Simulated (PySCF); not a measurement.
Cards and structures have been mixed up. Pair them.

Structures:
1. `O=S=O`
2. `Cc1pc([p-]c1C(C)C)C`
3. `Cc1ncnn1[SiH](C)C`
4. `CC1=NC=C(C2CC2)P=C1`

Card P (geometry GFN2-xTB):
* Rotational constants A, B, C: 3.135, 0.724, 0.619 GHz
* 13C chemical shifts (computed TMS as zero) by class (GIAO PBE0/pcSseg-1): 178.8 (1 C), 163.0 (1 C), 155.1 (1 C), 154.1 (1 C), 30.6 (1 C), 23.3 (2 C), 22.3 (1 C) ppm
* Isotropic shieldings of nuclei other than C and H, by class (GIAO PBE0/pcSseg-1): -91 (1 N), 72 (1 P) ppm
* Dipole moment (PBE0/pcSseg-1): 0.89 D

Card Q (geometry GFN2-xTB):
- Rotational constants A, B, C: 55.278, 10.637, 8.920 GHz
- Dipole moment (PBE0/pcSseg-1): 1.96 D
- Point group: C2v
- HOMO energy (PBE0/pcSseg-1): -9.51 eV

Card R (geometry GFN2-xTB):
- Rotational constants A, B, C: 2.181, 1.030, 0.895 GHz
- Isotropic shieldings of nuclei other than C and H, by class (GIAO PBE0/pcSseg-1): -69 (1 N), -27 (1 N), 31 (1 N), 359 (1 Si) ppm
- HOMO energy (PBE0/pcSseg-1): -7.37 eV
- 13C chemical shifts (computed TMS as zero) by class (GIAO PBE0/pcSseg-1): 162.7 (1 C), 158.1 (1 C), 15.6 (1 C), -0.9 (2 C) ppm
- Point group: C1
- Dipole moment (PBE0/pcSseg-1): 3.21 D

Card S (geometry GFN2-xTB):
- Rotational constants A, B, C: 1.490, 0.783, 0.571 GHz
- Point group: C1
- 13C chemical shifts (computed TMS as zero) by class (GIAO PBE0/pcSseg-1): 183.9 (1 C), 169.0 (1 C), 147.9 (1 C), 35.8 (1 C), 30.4 (2 C), 23.5 (1 C), 18.0 (1 C) ppm
- Isotropic shieldings of nuclei other than C and H, by class (GIAO PBE0/pcSseg-1): 133 (1 P), 155 (1 P) ppm
- HOMO energy (PBE0/pcSseg-1): -0.72 eV

Species are written as SMILES; each is one conformer at its optimised geometry, gas phase, non-relativistic unless stated; the electronic structure was computed with PySCF and density fitting. NMR classes are plain means over equivalent atoms (diastereotopic ones count apart unless rotation or inversion swaps them), as if these changed places fast.

Which card belongs to which structure?

P = 4, Q = 1, R = 3, S = 2. What ties each card to its structure:
- 1 (card Q), SO2, monoisotopic mass 64.0 u, 3 heavy atoms: point group C2v; an asymmetric top with C = 8.920 GHz, the highest such constant on the cards; dipole 1.96 D.
- 2 (card S), [C8H13P2]-, monoisotopic mass 171.0 u, 10 heavy atoms: 8 C in 7 classes; a HOMO at -0.72 eV for the only species of charge -1; the least shielded carbon (183.9 ppm) is a substituted aromatic carbon; an asymmetric top with C = 0.571 GHz, the lowest such constant on the cards.
- 3 (card R), C5H11N3Si, monoisotopic mass 141.1 u, 9 heavy atoms: 5 C in 4 classes; the least shielded carbon (162.7 ppm) is a substituted aromatic carbon; an asymmetric top with C = 0.895 GHz; dipole 3.21 D.
- 4 (card P), C8H10NP, monoisotopic mass 151.1 u, 10 heavy atoms: 8 C in 7 classes; the least shielded carbon (178.8 ppm) is a substituted aromatic carbon; an asymmetric top with C = 0.619 GHz; dipole 0.89 D.
